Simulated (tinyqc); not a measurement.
Inside a calculation. Method: MP2 on RHF in the sto-3g basis, for LiH, spin multiplicity 1. Computed by tinyqc, a small Python program that keeps every step (integrals from PySCF). Settings: charge = 0, multiplicity = 1, basis = sto-3g, method = RHF, energy threshold = 1e-10, iteration cap = 90, orthogonalisation = symmetric, start = atomic densities, DIIS depth = 6. Command: `OMP_NUM_THREADS=1 python tinyqc.py 22511 22512 out.jsonl` (the two numbers bound the seeds that draw the settings). One thread of a shared host (Intel(R) Xeon(R) Processor @ 2.60GHz), about 0.1 s of CPU time with the checks. The early iterations of the SCF are left out here.

## One-electron integrals

Geometry (angstrom):
```
atom        x        y        z
Li    0.00000  0.00000  0.00000
H     0.00000  0.00000  1.60600
```

Basis sto-3g: exponents (1/bohr^2) and contraction coefficients of normalised primitives:
```
element  l (shell)  exponent  coefficient
Li           s (1)  16.11958      0.15433
Li           s (1)   2.93620      0.53533
Li           s (1)   0.79465      0.44463
Li           s (2)   0.63629     -0.09997
Li           s (2)   0.14786      0.39951
Li           s (2)   0.04809      0.70012
Li           p (3)   0.63629      0.15592
Li           p (3)   0.14786      0.60768
Li           p (3)   0.04809      0.39196
H            s (1)   3.42525      0.15433
H            s (1)   0.62391      0.53533
H            s (1)   0.16886      0.44463
```

Overlap, kinetic and nuclear-attraction integrals over the contracted functions; the nuclear repulsion is the sum of Za Zb / Rab.

nuclear repulsion = 0.9885004 hartree

overlap S:
```
          1Li 1s   1Li 2s  1Li 2px  1Li 2py  1Li 2pz    2H 1s
1Li 1s   1.00000  0.24114  0.00000  0.00000  0.00000  0.06567
1Li 2s   0.24114  1.00000  0.00000  0.00000  0.00000  0.39377
1Li 2px  0.00000  0.00000  1.00000  0.00000  0.00000  0.00000
1Li 2py  0.00000  0.00000  0.00000  1.00000  0.00000  0.00000
1Li 2pz  0.00000  0.00000  0.00000  0.00000  1.00000  0.51178
2H 1s    0.06567  0.39377  0.00000  0.00000  0.51178  1.00000
```

kinetic energy T (hartree):
```
           1Li 1s    1Li 2s  1Li 2px  1Li 2py  1Li 2pz     2H 1s
1Li 1s    3.57679  -0.02024  0.00000  0.00000  0.00000  -0.01560
1Li 2s   -0.02024   0.10216  0.00000  0.00000  0.00000   0.04175
1Li 2px   0.00000   0.00000  0.31968  0.00000  0.00000   0.00000
1Li 2py   0.00000   0.00000  0.00000  0.31968  0.00000   0.00000
1Li 2pz   0.00000   0.00000  0.00000  0.00000  0.31968   0.12770
2H 1s    -0.01560   0.04175  0.00000  0.00000  0.12770   0.76003
```

nuclear attraction V (hartree):
```
           1Li 1s    1Li 2s   1Li 2px   1Li 2py   1Li 2pz     2H 1s
1Li 1s   -8.31238  -1.04379   0.00000   0.00000  -0.01598  -0.28266
1Li 2s   -1.04379  -1.49736   0.00000   0.00000  -0.12183  -0.73122
1Li 2px   0.00000   0.00000  -1.45492   0.00000   0.00000   0.00000
1Li 2py   0.00000   0.00000   0.00000  -1.45492   0.00000   0.00000
1Li 2pz  -0.01598  -0.12183   0.00000   0.00000  -1.55280  -0.96296
2H 1s    -0.28266  -0.73122   0.00000   0.00000  -0.96296  -2.21260
```

core Hamiltonian H = T + V (hartree):
```
           1Li 1s    1Li 2s   1Li 2px   1Li 2py   1Li 2pz     2H 1s
1Li 1s   -4.73560  -1.06403   0.00000   0.00000  -0.01598  -0.29826
1Li 2s   -1.06403  -1.39520   0.00000   0.00000  -0.12183  -0.68947
1Li 2px   0.00000   0.00000  -1.13524   0.00000   0.00000   0.00000
1Li 2py   0.00000   0.00000   0.00000  -1.13524   0.00000   0.00000
1Li 2pz  -0.01598  -0.12183   0.00000   0.00000  -1.23312  -0.83526
2H 1s    -0.29826  -0.68947   0.00000   0.00000  -0.83526  -1.45257
```

## Two-electron integrals

Functions are numbered as in S; the eight-fold symmetry (ij|kl) = (ji|kl) = (kl|ij) leaves the list below.

Two-electron integrals (ij|kl) in chemists' order, unique and non-zero (hartree):
```
(11|11) 1.68040   (21|11) 0.26542   (21|21) 0.04994   (22|11) 0.39773
(22|21) 0.09286   (22|22) 0.29056   (31|31) 0.00898   (32|31) 0.01379
(32|32) 0.06418   (33|11) 0.39664   (33|21) 0.09288   (33|22) 0.29050
(33|33) 0.31295   (41|41) 0.00898   (42|41) 0.01379   (42|42) 0.06418
(43|43) 0.01687   (44|11) 0.39664   (44|21) 0.09288   (44|22) 0.29050
(44|33) 0.27921   (44|44) 0.31295   (51|51) 0.00898   (52|51) 0.01379
(52|52) 0.06418   (53|53) 0.01687   (54|54) 0.01687   (55|11) 0.39664
(55|21) 0.09288   (55|22) 0.29050   (55|33) 0.27921   (55|44) 0.27921
(55|55) 0.31295   (61|11) 0.07030   (61|21) 0.01329   (61|22) 0.02515
(61|33) 0.02485   (61|44) 0.02485   (61|51) 0.00157   (61|52) 0.00304
(61|55) 0.02575   (61|61) 0.00387   (62|11) 0.14970   (62|21) 0.03529
(62|22) 0.11493   (62|33) 0.10921   (62|44) 0.10921   (62|51) 0.00576
(62|52) 0.03354   (62|55) 0.12623   (62|61) 0.01119   (62|62) 0.07322
(63|31) 0.00298   (63|32) 0.01346   (63|53) 0.00530   (63|63) 0.00554
(64|41) 0.00298   (64|42) 0.01346   (64|54) 0.00530   (64|64) 0.00554
(65|11) 0.18103   (65|21) 0.04317   (65|22) 0.14605   (65|33) 0.13628
(65|44) 0.13628   (65|51) 0.00896   (65|52) 0.05131   (65|55) 0.16541
(65|61) 0.01430   (65|62) 0.10229   (65|65) 0.14525   (66|11) 0.32830
(66|21) 0.07881   (66|22) 0.28041   (66|33) 0.25607   (66|44) 0.25607
(66|51) 0.01514   (66|52) 0.10553   (66|55) 0.32869   (66|61) 0.02624
(66|62) 0.22110   (66|65) 0.32146   (66|66) 0.77461
```

## Orthogonalisation

S = U s U^T; symmetric (Loewdin) form X = U s^(-1/2) U^T, so that X^T S X = 1.

eigenvalues of S: 0.34854  0.79901  1.00000  1.00000  1.17057  1.68189

X:
```
           1Li 1s    1Li 2s  1Li 2px  1Li 2py   1Li 2pz     2H 1s
1Li 1s    1.02309  -0.12889  0.00000  0.00000  -0.00476   0.00710
1Li 2s   -0.12889   1.11013  0.00000  0.00000   0.11233  -0.27700
1Li 2px   0.00000   0.00000  1.00000  0.00000   0.00000   0.00000
1Li 2py   0.00000   0.00000  0.00000  1.00000   0.00000   0.00000
1Li 2pz  -0.00476   0.11233  0.00000  0.00000   1.14446  -0.35710
2H 1s     0.00710  -0.27700  0.00000  0.00000  -0.35710   1.23027
```

## Iteration 8 (converged): orbitals

converged F (hartree):
```
           1Li 1s    1Li 2s  1Li 2px  1Li 2py   1Li 2pz     2H 1s
1Li 1s   -2.34628  -0.63994  0.00000  0.00000   0.01417  -0.17921
1Li 2s   -0.63994  -0.22713  0.00000  0.00000  -0.10403  -0.26779
1Li 2px   0.00000   0.00000  0.16394  0.00000   0.00000   0.00000
1Li 2py   0.00000   0.00000  0.00000  0.16394   0.00000   0.00000
1Li 2pz   0.01417  -0.10403  0.00000  0.00000   0.00051  -0.23469
2H 1s    -0.17921  -0.26779  0.00000  0.00000  -0.23469  -0.14835
```

Diagonalise F' = X^T F X, C = X C', fill 2 alpha and 2 beta electrons from the bottom; D = 2 C_occ C_occ^T. Each column has its largest component positive (the first on a tie).

F' = X^T F X (hartree):
```
          1         2        3        4         5         6
1  -2.29325  -0.35278  0.00000  0.00000   0.02378  -0.03523
2  -0.35278  -0.00699  0.00000  0.00000   0.02252  -0.27338
3   0.00000   0.00000  0.16394  0.00000   0.00000   0.00000
4   0.00000   0.00000  0.00000  0.16394   0.00000   0.00000
5   0.02378   0.02252  0.00000  0.00000   0.16532  -0.31431
6  -0.03523  -0.27338  0.00000  0.00000  -0.31431   0.12545
```

orbital energies (hartree): MO1 -2.34890, MO2 -0.28476, MO3 0.07816, MO4 0.16394, MO5 0.16394, MO6 0.54603

coefficients C:
```
              MO1       MO2       MO3       MO4      MO5       MO6
1Li 1s    0.99126  -0.16670  -0.21012   0.00000  0.00000   0.09417
1Li 2s    0.03274   0.45577   0.79946   0.00000  0.00000  -0.70029
1Li 2px   0.00000   0.00000   0.00000  -0.01828  0.99983   0.00000
1Li 2py   0.00000   0.00000   0.00000   0.99983  0.01828   0.00000
1Li 2pz  -0.00626   0.34581  -0.61199   0.00000  0.00000  -0.97764
2H 1s     0.00422   0.54943  -0.14061   0.00000  0.00000   1.18161
```

D after iteration 8:
```
           1Li 1s    1Li 2s  1Li 2px  1Li 2py   1Li 2pz     2H 1s
1Li 1s    2.02076  -0.08705  0.00000  0.00000  -0.12771  -0.17482
1Li 2s   -0.08705   0.41760  0.00000  0.00000   0.31481   0.50111
1Li 2px   0.00000   0.00000  0.00000  0.00000   0.00000   0.00000
1Li 2py   0.00000   0.00000  0.00000  0.00000   0.00000   0.00000
1Li 2pz  -0.12771   0.31481  0.00000  0.00000   0.23925   0.37995
2H 1s    -0.17482   0.50111  0.00000  0.00000   0.37995   0.60379
```

Within a degenerate level the vectors are fixed only up to a rotation; this is one choice.

## Convergence

Stop when the energy changes by less than 1e-10 hartree and every element of the error matrix X^T (F D S - S D F) X is below 3e-06.

Course of the cycle:
```
iteration  E (hartree)     change  largest element of the error matrix
1           -7.6662180          -                             1.76e-01
2           -7.8531488  -1.87e-01                             7.60e-02
3           -7.8605858  -7.44e-03                             1.95e-02
4           -7.8615055  -9.20e-04                             5.16e-03
5           -7.8616630  -1.57e-04                             2.52e-04
6           -7.8616633  -3.16e-07                             2.57e-05
7           -7.8616633  -2.09e-09                             5.37e-07
8           -7.8616633  -5.74e-13                             6.68e-08
```

PySCF RHF in the same basis = -7.8616633 hartree

Converged in 8 iterations.

## Integrals over molecular orbitals

(pq|rs) = sum C_ip C_jq C_kr C_ls (ij|kl), one index at a time.

one-electron integrals over orbitals h = C^T H C (hartree):
```
          1         2         3         4         5         6
1  -4.72617   0.10528   0.16689   0.00000   0.00000  -0.03514
2   0.10528  -1.49033   0.03272   0.00000   0.00000  -0.05105
3   0.16689   0.03272  -1.12514   0.00000   0.00000   0.03033
4   0.00000   0.00000   0.00000  -1.13524   0.00000   0.00000
5   0.00000   0.00000   0.00000   0.00000  -1.13524   0.00000
6  -0.03514  -0.05105   0.03033   0.00000   0.00000  -0.95200
```

Two-electron integrals over orbitals (pq|rs), unique and non-zero (hartree):
```
(11|11) 1.65858    (21|11) -0.11144   (21|21) 0.01327    (22|11) 0.36597
(22|21) 0.00615    (22|22) 0.48690    (31|11) -0.13863   (31|21) 0.01120
(31|22) -0.01580   (31|31) 0.02167    (32|11) 0.01358    (32|21) -0.00333
(32|22) -0.04868   (32|31) 0.00017    (32|32) 0.01312    (33|11) 0.39561
(33|21) -0.01100   (33|22) 0.22344    (33|31) 0.00181    (33|32) 0.00756
(33|33) 0.33782    (41|41) 0.00982    (42|41) 0.00748    (42|42) 0.02339
(43|41) 0.01026    (43|42) 0.01928    (43|43) 0.04128    (44|11) 0.39632
(44|21) -0.00434   (44|22) 0.26988    (44|31) -0.00498   (44|32) 0.00583
(44|33) 0.28198    (44|44) 0.31295    (51|51) 0.00982    (52|51) 0.00748
(52|52) 0.02339    (53|51) 0.01026    (53|52) 0.01928    (53|53) 0.04128
(54|54) 0.01687    (55|11) 0.39632    (55|21) -0.00434   (55|22) 0.26988
(55|31) -0.00498   (55|32) 0.00583    (55|33) 0.28198    (55|44) 0.27921
(55|55) 0.31295    (61|11) 0.05352    (61|21) -0.00894   (61|22) -0.00688
(61|31) -0.00241   (61|32) 0.00171    (61|33) 0.01049    (61|44) 0.00061
(61|55) 0.00061    (61|61) 0.00862    (62|11) -0.04219   (62|21) 0.00463
(62|22) 0.12649    (62|31) 0.00063    (62|32) -0.03467   (62|33) -0.01257
(62|44) -0.01660   (62|55) -0.01660   (62|61) 0.00011    (62|62) 0.12399
(63|11) 0.01769    (63|21) -0.00364   (63|22) -0.05140   (63|31) 0.00439
(63|32) 0.00947    (63|33) 0.03598    (63|44) 0.00229    (63|55) 0.00229
(63|61) 0.00431    (63|62) -0.03196   (63|63) 0.02646    (64|41) -0.00612
(64|42) -0.01957   (64|43) -0.01371   (64|64) 0.01973    (65|51) -0.00612
(65|52) -0.01957   (65|53) -0.01371   (65|65) 0.01973    (66|11) 0.36171
(66|21) 0.00322    (66|22) 0.45360    (66|31) -0.01134   (66|32) -0.04342
(66|33) 0.24140    (66|44) 0.26805    (66|55) 0.26805    (66|61) -0.00312
(66|62) 0.13382    (66|63) -0.04411   (66|66) 0.45358
```

## Second-order Moller-Plesset energy

Hartree-Fock energy = -7.8616633 hartree

E2 = sum_ijab (ia|jb) [2 (ia|jb) - (ib|ja)] / (e_i + e_j - e_a - e_b) over occupied i, j and virtual a, b; the opposite-spin part is (ia|jb)^2 / denominator, the rest is same-spin, and SCS-MP2 scales them by 6/5 and 1/3.

Terms:
```
i  j  a  b   (ia|jb)   (ib|ja)  denominator       term
2  2  6  6   0.12399   0.12399     -1.66158   -0.00925
2  2  6  3  -0.03467  -0.03467     -1.19371   -0.00101
2  2  3  6  -0.03467  -0.03467     -1.19371   -0.00101
2  2  5  5   0.02339   0.02339     -0.89741   -0.00061
2  2  4  4   0.02339   0.02339     -0.89741   -0.00061
2  2  3  3   0.01312   0.01312     -0.72584   -0.00024
1  1  3  3   0.02167   0.02167     -4.85413   -0.00010
1  1  5  5   0.00982   0.00982     -5.02569  -1.92e-05
1  1  4  4   0.00982   0.00982     -5.02569  -1.92e-05
1  2  5  5   0.00748   0.00748     -2.96155  -1.89e-05
2  1  5  5   0.00748   0.00748     -2.96155  -1.89e-05
1  2  4  4   0.00748   0.00748     -2.96155  -1.89e-05
2  1  4  4   0.00748   0.00748     -2.96155  -1.89e-05
1  1  6  6   0.00862   0.00862     -5.78987  -1.28e-05
1  2  6  3   0.00171   0.00063     -3.25785  -1.47e-06
2  1  3  6   0.00171   0.00063     -3.25785  -1.47e-06
1  1  6  3  -0.00241  -0.00241     -5.32200  -1.09e-06
1  1  3  6  -0.00241  -0.00241     -5.32200  -1.09e-06
2  1  6  3   0.00063   0.00171     -3.25785   8.78e-08
1  2  3  6   0.00063   0.00171     -3.25785   8.78e-08
2  1  3  3   0.00017   0.00017     -2.78999  -1.07e-08
1  2  3  3   0.00017   0.00017     -2.78999  -1.07e-08
2  1  6  6   0.00011   0.00011     -3.72572  -3.24e-09
1  2  6  6   0.00011   0.00011     -3.72572  -3.24e-09
```

Pair energies (hartree; pair i-j sums ij and ji):
```
pair  opposite spin  same spin
1-1        -0.00015          0
2-1        -0.00008  -7.21e-07
2-2        -0.01272          0
```

MP2 correlation energy = -0.0129520 hartree

SCS-MP2 correlation energy = -0.0155418 hartree

MP2 total energy = -7.8746153 hartree
